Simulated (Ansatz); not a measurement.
fcc Au was calculated with PBEsol+SOC (PAW; Ansatz, an electronic-structure program).

Numerical settings: plane-wave cutoff 520 eV, 20×20×20 k mesh, Fermi–Dirac smearing 0.1 eV, perturbation theory, PAW data made under PBE.

Computed at the level's own relaxed cell.

Space group Fm-3m (No. 225); a = 4.0716 Å, b = 4.0716 Å, c = 4.0716 Å, α = 90.00°, β = 90.00°, γ = 90.00°

```tsv
atom	site	symmetry	x	y	z
Au	4a	m-3m	0.0000	0.0000	0.0000
```
(The calculation used a cell of 1 atom; values per cell refer to that cell.)

Harmonic phonon frequencies (cm⁻¹; i marks an imaginary mode):

| q point | frequencies |
|---|---|
| X | 86 86 151 |
| L | 60 60 155 |
| W | (withheld) |

### Question
Some entries are withheld; supply them.

### Answer

- W, frequencies: 85 119 119

No imaginary mode appears at these points.
